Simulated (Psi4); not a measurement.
# A workflow on [AlH4]− (SMILES [H][Al-]([H])([H])[H])

Wanted: a geometry optimisation (HF-3c/MINIX), then vibrational wavenumbers, then a single-point energy (CCSD(T)/def2-TZVP) of [AlH4]−. 

Program for the calculation: Psi4 1.11.

### 1 Starting point

The species is [AlH4]− (5 atoms), typed as a singlet with charge -1. As SMILES, `[H][Al-]([H])([H])[H]`. The shape comes from GFN2-xTB, which is rough for such elements, and wasn't checked as a minimum. The run starts from this shape.

Bond lengths: Al1–H2 1.627 Å, Al1–H3 1.628 Å, Al1–H4 1.628 Å, Al1–H5 1.628 Å. Angles: H2–Al1–H3 109.3°, H2–Al1–H4 109.4°, H2–Al1–H5 109.6°, H3–Al1–H4 109.3°, H3–Al1–H5 109.5°, H4–Al1–H5 109.6°.

### 2 A structure relaxation at HF-3c/MINIX (density fitting) (run 1)

calc.py

```python
import psi4

psi4.set_memory(1600000000)
psi4.set_num_threads(1)
psi4.core.set_output_file('psi4.out', False)

mol = psi4.geometry("""
-1 1
Al
H 1 1.627245
H 1 1.628289 2 109.34962
H 1 1.627879 2 109.44175 3 -119.7145
H 1 1.628243 2 109.58748 3 120.04885
units angstrom
""")

psi4.set_options(dict(geom_maxiter=60))

e_tot, wfn = psi4.optimize("hf-3c", return_wfn=True)
print('E =', round(e_tot, 9))
mol.save_xyz_file('final.xyz', False)
```

Launch:

```sh
$ python calc.py
```

psi4.out:

```text
gradient() will perform analytic gradient computation.

   => Loading Basis Set <=

    Name: MINIX
    Role: ORBITAL
    Keyword: BASIS

   => HF3C: Empirical Dispersion <=

        s6 =       1.000000
        s8 =       0.877700
        a1 =       0.417100
        a2 =       2.914900

         ---------------------------------------------------------
                                   SCF
                              RHF Reference
                        1 Threads,   1525 MiB Core
         ---------------------------------------------------------

  ==> Geometry <==

    Molecular point group: c1
    Full point group: C1

    Geometry (in Angstrom), charge = -1, multiplicity = 1:

[... 98 lines left out ...]
   @DF-RHF iter   4:  -242.83996299764078   -2.42310e-06   5.46960e-06 DIIS
[... 35 lines left out ...]
    Total Energy =                       -242.8399630139406327
[... 235 lines left out ...]
   @DF-RHF iter   1:  -242.84106297037394    1.72483e-02   1.16047e-04 ADIIS/DIIS
[... 20 lines left out ...]
    One-Electron Energy =                -380.6440976884932184
[... 182 lines left out ...]
                           Total Energy        Delta E     RMS |[F,P]|
[... 18 lines left out ...]
  @DF-RHF Final Energy:  -242.84123115105382
[... 114 lines left out ...]
	   Step    Total Energy     Delta E     Max Force     RMS Force      Max Disp      RMS Disp
[... 99 lines left out ...]
    Final Occupation by Irrep:
[... 115 lines left out ...]
	Measures of convergence in internal coordinates in au.
[... 3 lines left out ...]
	----------------------------------------------------------------------------------------------
	   Step    Total Energy     Delta E     Max Force     RMS Force      Max Disp      RMS Disp
	----------------------------------------------------------------------------------------------
	  Convergence Criteria     1.00e-06 *    3.00e-04 *             o    1.20e-03 *             o
	----------------------------------------------------------------------------------------------
	     4    -242.84123175   -5.99e-07 *    3.11e-05 *    1.56e-05 o    6.75e-04 *    3.22e-04 o  ~
	----------------------------------------------------------------------------------------------

Next Geometry in Ang
	Fragment 1 (Ang)

	   Al  -0.0001053091   0.0001310533   0.0000170962
	    H   0.0001514123  -0.0001965403   1.5959621735
	    H   0.0001883534   1.5050710575  -0.5312550537
	    H  -1.3039251614  -0.7510498138  -0.5318001251
	    H   1.3024864751  -0.7524700653  -0.5327343157

    Final optimized geometry and variables:
    Molecular point group: c1
    Full point group: C1

    Geometry (in Angstrom), charge = -1, multiplicity = 1:

    AL
    H             1    1.595922
    H             1    1.595942      2  109.439106
    H             1    1.595917      2  109.463037      3 -119.930417
    H             1    1.595862      2  109.503464      3  120.011816

[set-up sections that repeat, and orbital energies of the middle runs, are left out above]
```

On the terminal:

```text
Some dependencies such as QCElemental have not yet finished migration to pydantic v2. If issues are encountered please downgrade pydantic or upgrade QCElemental as appropriate
	Previous geometry is closer to target in internal coordinates, so using that one.

	Best geometry has RMS(Delta(q)) = 8.04e-08

	Previous geometry is closer to target in internal coordinates, so using that one.

	Best geometry has RMS(Delta(q)) = 4.25e-08

Optimizer: Optimization complete!
E = -242.84123175
```

Run time: 5.1 s. Hardware: 1 thread of AMD EPYC 7B13 (Zen 3), shared host; peak memory 0.21 GiB.

Steps, from the record of the run:

| step | energy from the first frame kept (eV) | largest force (eV/Å) |
| --- | --- | --- |
| 0 | 0.0000 | 0.5371 |
| 1 | -0.0301 | 0.2032 |
| 2 | -0.0345 | 0.0113 |
| 3 | -0.0345 | 0.0067 |

After the run. Bond lengths: Al1–H2 1.596 Å, Al1–H3 1.596 Å, Al1–H4 1.596 Å, Al1–H5 1.596 Å. Angles: H2–Al1–H3 109.4°, H2–Al1–H4 109.5°, H2–Al1–H5 109.5°, H3–Al1–H4 109.4°, H3–Al1–H5 109.5°, H4–Al1–H5 109.5°.

### 3 The harmonic vibrations at HF-3c/MINIX (density fitting) (run 2)

job.dat

```
memory 1600 MB

molecule m {
  -1 1
  Al    -0.00240373    -0.00179902    -0.00003024
  H      0.02411857    -0.03560244     3.01551913
  H      2.83259742     0.02432266    -1.02847777
  H     -1.44257157     2.46613606    -0.96467495
  H     -1.42041453    -2.45931792    -1.02205837
  units bohr
}

set {
  t 298.15
  rotational_symmetry_number 12
}

result, w = frequency('hf-3c', return_wfn=True)
```

Launch:

```sh
$ psi4 -i job.dat -o job.out -n 1
```

job.out:

```text
Psi4 1.11 release

gradient() will perform analytic gradient computation.

   => Loading Basis Set <=

    Name: MINIX
    Role: ORBITAL
    Keyword: BASIS

   => HF3C: Empirical Dispersion <=

        s6 =       1.000000
        s8 =       0.877700
        a1 =       0.417100
        a2 =       2.914900

         ---------------------------------------------------------
                                   SCF
                              RHF Reference
                        1 Threads,   1525 MiB Core
         ---------------------------------------------------------

  ==> Geometry <==

    Molecular point group: c1
    Full point group: C1

    Geometry (in Bohr), charge = -1, multiplicity = 1:

[... 95 lines left out ...]
   @DF-RHF iter   1:  -242.83879595223505   -1.22915e+00   2.74710e-03 ADIIS/DIIS
[... 4 lines left out ...]
   @DF-RHF iter   6:  -242.84123175030220   -4.16378e-11   1.08065e-08 DIIS
[... 30 lines left out ...]
    Nuclear Repulsion Energy =             18.4606417789355532
[... 18 lines left out ...]
 Dipole Y            :         -0.0019639            0.0012238           -0.0007401
[... 195 lines left out ...]
   @DF-RHF iter   2:  -242.84106145970011   -2.26551e-03   6.40671e-04 ADIIS/DIIS
[... 4 lines left out ...]
   @DF-RHF iter   7:  -242.84123175030183    4.54747e-13   4.55929e-10 DIIS
[... 30 lines left out ...]
    One-Electron Energy =                -380.3755731440629688
[... 18 lines left out ...]
 Dipole Z            :         -0.0003067            0.0001920           -0.0001147
[... 212 lines left out ...]
    Translational S                         36.228 [cal/(mol K)]      151.579 [J/(mol K)]       0.05773324 [mEh/K] (mol. weight = 31.0128 [u], P = 101325.00 [Pa])
[... 49 lines left out ...]
  Gibbs free energy, G = H - T * S
    Electronic contrib to G beyond E_e       0.000 [kcal/mol]        0.000 [kJ/mol]       0.00000000 [Eh]
    Translational contrib to G              -9.320 [kcal/mol]      -38.996 [kJ/mol]      -0.01485270 [Eh]
    Rotational contrib to G                 -2.806 [kcal/mol]      -11.741 [kJ/mol]      -0.00447187 [Eh]
    Vibrational contrib to G                19.013 [kcal/mol]       79.549 [kJ/mol]       0.03029880 [Eh]
  Correction G                               6.886 [kcal/mol]       28.813 [kJ/mol]       0.01097422 [Eh]
  Total G, Gibbs energy at  298.15 [K]                                                 -242.83025753 [Eh]
  *** Absolute Gibbs energy, not a free energy of formation ***

    Psi4 run time: 0:00:03.84
```

Run time: 5.1 s. Hardware: 1 thread of AMD EPYC 7B13 (Zen 3), shared host; peak memory 0.22 GiB.

### 4 The energy at CCSD(T)/def2-TZVP (run 3)

run.py

```python
import psi4

psi4.set_memory('1600 MB')
psi4.set_num_threads(1)
psi4.core.set_output_file('output.dat', False)

molecule = psi4.geometry("""
-1 1
Al    -0.001272    -0.000952    -0.000016
H      0.012763    -0.018840     1.595744
H      1.498946     0.012871    -0.544247
H     -0.763376     1.305023    -0.510484
H     -0.751651    -1.301415    -0.540850
symmetry c1
""")

psi4.set_options({
    'basis': 'def2-TZVP',
    'scf_type': 'pk',
    'num_frozen_docc': 5,
})

E = psi4.energy("ccsd(t)")
print('E =', round(E, 9))
```

Launch:

```sh
$ python run.py
```

output.dat:

```text
=> Loading Basis Set <=

    Name: DEF2-TZVP
    Role: ORBITAL
    Keyword: BASIS

         ---------------------------------------------------------
                                   SCF
                              RHF Reference
                        1 Threads,   1525 MiB Core
         ---------------------------------------------------------

  ==> Geometry <==

    Molecular point group: c1
    Full point group: C1

    Geometry (in Angstrom), charge = -1, multiplicity = 1:

[... 88 lines left out ...]
   @RHF iter   1:  -244.21541029793011   -6.44291e-01   3.00379e-03 ADIIS/DIIS
[... 3 lines left out ...]
   @RHF iter   5:  -244.24253739341921   -1.67953e-05   5.37294e-06 DIIS
[... 3 lines left out ...]
  Energy and wave function converged.
[... 32 lines left out ...]
    One-Electron Energy =                -380.2953497821632141
[... 17 lines left out ...]
 Dipole Y            :         -0.0023495            0.0012238           -0.0011257
[... 94 lines left out ...]
	Nuclear Rep. energy          =     18.46064177761846
[... 3 lines left out ...]
	Reference energy             =   -244.24253759719483
[... 78 lines left out ...]
    Opposite-spin MP2 correlation energy      =   -0.107104463474610
[... 3 lines left out ...]
      * MP2 total energy                      = -244.358527383479242
[... 1 line left out ...]
    Opposite-spin CCSD correlation energy     =   -0.136827513895004
    Same-spin CCSD correlation energy         =   -0.010568386483443
    Singles CCSD correlation energy           =    0.000000000000000
    CCSD correlation energy                   =   -0.147395900378447
      * CCSD total energy                     = -244.389933497573281

            **************************
            *                        *
            *        CCTRIPLES       *
            *                        *
            **************************

    Wave function   =    CCSD_T
    Reference wfn   =      RHF

    Nuclear Rep. energy (wfn)                =   18.460641777618463
    SCF energy          (wfn)                = -244.242537597194286
    Reference energy    (file100)            = -244.242537597194826
    CCSD energy         (file100)            =   -0.147395900378447
    Total CCSD energy   (file100)            = -244.389933497573281

    Number of ijk index combinations:               20
    Approx. words needed per explicit thread:          562432
    Number of threads for explicit ijk threading:    1

    MKL num_threads set to 1 for explicit threading.

    (T) energy                                =   -0.002421877730660
      * CCSD(T) total energy                  = -244.392355375303936
```

Standard output:

```text
E = -244.392355375
```

Run time: 5.4 s. Hardware: 1 thread of AMD EPYC 7B13 (Zen 3), shared host; peak memory 0.34 GiB.

### 5 Results

| quantity | value |
| --- | --- |
| run 1, HF-3c/MINIX: total energy at the end | -242.84123 Eh |
| run 1, HF-3c/MINIX: HOMO energy | -3.87 eV |
| run 1, HF-3c/MINIX: LUMO energy | 16.39 eV |
| run 1, HF-3c/MINIX: HOMO–LUMO gap | 20.26 eV |
| run 2, HF-3c/MINIX: lowest harmonic wavenumber | 919 cm⁻¹ |
| run 2, HF-3c/MINIX: highest harmonic wavenumber | 2174 cm⁻¹ |
| run 2, HF-3c/MINIX: zero-point energy | 79.7 kJ/mol |
| run 2, HF-3c/MINIX: ideal-gas entropy at 298.15 K (symmetry number 12 as used) | 49.3 cal/(mol K) |
| run 3, CCSD(T)/def2-TZVP: total energy | -244.39236 Eh |
| run 3, CCSD(T)/def2-TZVP: HOMO energy (Hartree–Fock orbitals) | -5.34 eV |
| run 3, CCSD(T)/def2-TZVP: LUMO energy (Hartree–Fock orbitals) | 8.46 eV |
| run 3, CCSD(T)/def2-TZVP: HOMO–LUMO gap (Hartree–Fock orbitals) | 13.80 eV |
| run 3, CCSD(T)/def2-TZVP: correlation energy (5 core orbitals frozen) | -149.8 mEh |
| run 3, CCSD(T)/def2-TZVP: (T) correction | -2.42 mEh |
| run 3, CCSD(T)/def2-TZVP: T1 diagnostic | 0.011 |

**Reading.** The optimisation (run 1, HF-3c/MINIX) took 4 steps and changed the energy by -0.035 eV. All 9 modes are real, so the shape is a minimum at this level. The triples (run 3, CCSD(T)/def2-TZVP) make up 1.6 % of the correlation energy.
